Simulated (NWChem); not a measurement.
# Extrapolating the CCSD correlation energy of water (H$_{2}$O)

SMILES: O
```xyz
3

O      0.0000     0.0000     0.1226
H      0.7577     0.0000    -0.4905
H     -0.7577     0.0000    -0.4905
```
Charge 0, spin multiplicity 1.

The numbers come from NWChem runs, not from measurements. Structure: optimised with PBE/def2-SVP, a minimum by its harmonic frequencies.

The correlated methods keep 1 core orbital frozen. Coupled-cluster values serve here as a point of comparison, not as the truth.

Worked example. The CCSD correlation energy is -268.74 mHa in cc-pVTZ and -287.26 mHa in cc-pVQZ. The form E(X) = E∞ + A/X³ turns the pair into an estimate of the basis-set limit.

E∞ = (4³·(-287.26) − 3³·(-268.74))/(4³ − 3³) = -300.8 mHa. The larger basis holds 96 % of that. This is a two-point estimate.
